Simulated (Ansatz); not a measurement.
# BS₂−: two vibrations frozen in

How does the energy of BS₂, SMILES S=B[S-], charge −1 change over two coordinates at once? A grid of runs gives the map.

Computed with Ansatz 0.2.0. Level: RKS B3LYP-D4/def2-TZVPD.

**1. The starting structure**

SMILES `S=B[S-]`, 3 atoms, charge -1, spin multiplicity 1.

Atoms are counted from 1 here; the program's logs count them from 0.

Bond lengths: S1–B2 1.692 Å, B2–S3 1.692 Å. Angles: S1–B2–S3 180.0°.

Geometry (Å):

```xyz
3

S    -1.1404    1.1475   -0.4958
B     0.0000    0.0000    0.0000
S     1.1404   -1.1475    0.4958
```

**4. The grid**

- normal mode 2 (364 cm⁻¹): 15 values from −1.599 to 1.599 amu½·Å
- normal mode 4 (1321 cm⁻¹): 15 values from −0.558 to 0.558 amu½·Å

Nothing else is relaxed (straight displacements along the two mass-weighted modes). Energies count from the relaxed molecule at the same level. Points are written as (first, second).

The patterns, per unit of each coordinate (Å):

```tsv
atom	x1	y1	z1	x2	y2	z2
S1	0.033	0.034	0.002	-0.032	0.032	-0.014
B2	-0.197	-0.200	-0.009	0.190	-0.191	0.082
S3	0.033	0.034	0.002	-0.032	0.032	-0.014
```

(The set-up runs are not shown.)

**5. Grid point (0.000 amu½·Å, 0.000 amu½·Å)**

The input, input.yaml:

```yaml
crystal:
  periodic: [false, false, false]
  atoms:
    - { symbol: S, position_ang: [-1.130438, 1.137507, -0.491501] }
    - { symbol: B, position_ang: [7.0e-06, 4.0e-06, 2.0e-06] }
    - { symbol: S, position_ang: [1.130442, -1.137511, 0.491499] }
total_charge: -1
basis:
  gaussian: { orbitals: def2-TZVPD }
hamiltonian:
  xc: { name: B3LYP }
  dispersion: d4
output:
  forces: true
```

On the command line:

```sh
ansatz run input.yaml --threads 1 --pin off --max-ram 2560MiB --backend cpu --events-out ev --progress --plain --runs-dir out
```

The session goes on with these runs: the other points that were computed.

**Question.** What will these runs give? Wanted: lowest point; highest computed point; largest force on an atom.

The runs gave:

| quantity | value |
| --- | --- |
| lowest point | (0.000 amu½·Å, 0.000 amu½·Å), 0 kJ/mol |
| highest computed point | (−1.599 amu½·Å, −0.558 amu½·Å), 131 kJ/mol above the lowest |
| largest force on an atom (eV/Å) | 0.0 at (0.000 amu½·Å, 0.000 amu½·Å) to 12.4 at (0.000 amu½·Å, −0.558 amu½·Å); 0.0 at the lowest point |
| time for the whole task | 5.3 min on 1 thread, shared host |

In words: The lowest computed point is at (0.000 amu½·Å, 0.000 amu½·Å), which is the relaxed molecule at the same level itself. The grid shows no other well, apart from its symmetry copies. The highest computed point, (−1.599 amu½·Å, −0.558 amu½·Å), lies 131 kJ/mol above the lowest. Round the minimum the two coordinates are nearly uncoupled.
